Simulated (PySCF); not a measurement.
Species: C₄H₉Cl.
Bonds: C1–C2, C2–C3, C3–C4, C4–Cl5. Hydrogens: H6, H7, H8 on C1; H9, H10 on C2; H11, H12 on C3; H13, H14 on C4.

The same species was optimised twice, with GFN2-xTB and with PBE0-D3(BJ)/def2-SVP (PySCF), and the same property calculations (PySCF, gas phase) were run on both structures.

| coordinate | GFN2-xTB | PBE0-D3(BJ)/def2-SVP | change |
| --- | --- | --- | --- |
| C1–H6 (Å) | 1.087 | 1.102 | +0.015 |
| C1–H8 (Å) | 1.087 | 1.102 | +0.015 |
| C1–H7 (Å) | 1.087 | 1.100 | +0.013 |
| C2–H9 (Å) | 1.092 | 1.104 | +0.012 |
| C2–H10 (Å) | 1.092 | 1.104 | +0.012 |
| C3–H12 (Å) | 1.092 | 1.103 | +0.011 |
| C3–H11 (Å) | 1.092 | 1.103 | +0.011 |
| C4–H13 (Å) | 1.090 | 1.100 | +0.010 |
| C4–H14 (Å) | 1.090 | 1.100 | +0.010 |
| C3–C4 (Å) | 1.519 | 1.513 | -0.006 |
| C2–C3 (Å) | 1.529 | 1.524 | -0.005 |
| C4–Cl5 (Å) | 1.785 | 1.790 | +0.005 |
| C1–C2 (Å) | 1.524 | 1.521 | -0.003 |
| H9–C2–H10 (°) | 107.7 | 105.8 | -1.9 |
| H11–C3–H12 (°) | 107.9 | 106.2 | -1.7 |
| H13–C4–H14 (°) | 109.7 | 108.1 | -1.6 |
| C2–C3–C4 (°) | 111.0 | 112.4 | +1.4 |
| C1–C2–C3 (°) | 111.5 | 112.9 | +1.4 |
| C2–C1–H7 (°) | 110.4 | 111.6 | +1.2 |
| C3–C4–Cl5 (°) | 110.7 | 111.8 | +1.1 |
| H6–C1–H8 (°) | 108.3 | 107.4 | -0.9 |
| C1–C2–C3–C4 (°) | 180 | 180 | 0 |
| C2–C3–C4–Cl5 (°) | 180 | 180 | 0 |

Rotational constants: A = 16834, B = 1337, C = 1278 MHz (GFN2-xTB) against A = 16939, B = 1321, C = 1264 MHz (PBE0-D3(BJ)/def2-SVP). Point groups within 0.08 Å: Cs and Cs. Atoms that the bonding makes alike are paired by their places after alignment.

On the GFN2-xTB structure: HOMO (eV) -8.26 [PBE0/pcSseg-1]; LUMO (eV) 0.95 [PBE0/pcSseg-1]; dipole (D) 2.34 [PBE0/pcSseg-1]; GIAO shielding of C1 (ppm) 170.3 [PBE0/pcSseg-1]; GIAO shielding of C2 (ppm) 161.3 [PBE0/pcSseg-1]; GIAO shielding of C3 (ppm) 145.2 [PBE0/pcSseg-1]; GIAO shielding of C4 (ppm) 136.4 [PBE0/pcSseg-1]; GIAO shielding of Cl5 (ppm) 854.3 [PBE0/pcSseg-1].

**Question.** What do these properties become on the PBE0-D3(BJ)/def2-SVP structure?

**Answer.** 
```csv
property,level,on GFN2-xTB,on PBE0-D3(BJ)/def2-SVP,change
HOMO (eV),PBE0/pcSseg-1,-8.26,-8.32,-0.06
LUMO (eV),PBE0/pcSseg-1,0.95,0.90,-0.05
dipole (D),PBE0/pcSseg-1,2.34,2.33,-0.01
"energy, GFN2-xTB geometry as zero (kcal/mol)",PBE0/pcSseg-1,0.0,-0.3,-0.3
GIAO shielding of C1 (ppm),PBE0/pcSseg-1,170.3,168.3,-2.0
GIAO shielding of C2 (ppm),PBE0/pcSseg-1,161.3,160.4,-0.9
GIAO shielding of C3 (ppm),PBE0/pcSseg-1,145.2,145.1,-0.1
GIAO shielding of C4 (ppm),PBE0/pcSseg-1,136.4,134.9,-1.5
GIAO shielding of Cl5 (ppm),PBE0/pcSseg-1,854.3,850.1,-4.2
```

The heavy atoms differ by 0.013 Å rms after alignment. Among all bonds C1–H6 and C1–H8 change most and about equally (+0.015 Å). Changes are differences of the printed values. Neither structure is proved a minimum here.

The values belong to the conformer `[CH3:1][CH2:2][CH2:3][CH2:4][Cl:5]`: C1–C2–C3–C4 180°, C2–C3–C4–Cl5 180°.
